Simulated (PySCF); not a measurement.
**Ionisation energy of Be by level of theory**

Be [He] 2s2 (1S) → Be⁺ [He] 2s1 (2S), as a difference of total energies. Computed with PySCF 2.14 in aug-cc-pVQZ with one added diffuse shell each of s, p, d, f, g type (7s6p5d4f3g, 105 functions), with no relativity, point nucleus. Correlated levels: valence: 1s2 frozen. The calculations carry no spin-orbit coupling.

| method | ionisation energy (eV) | error (eV) |
| --- | --- | --- |
| UHF | 8.043 | -1.280 |
| MP2 (valence) | 8.847 | -0.476 |
| SCS-MP2 (valence) | 9.008 | -0.315 |
| CCSD (valence) | 9.295 | -0.028 |

Reference: 9.323 eV (measured; NIST Atomic Spectra Database, ionization energies).

Errors of the correlated levels include the incompleteness of this basis and the frozen core.

With two correlated electrons CCSD is exact in that space.
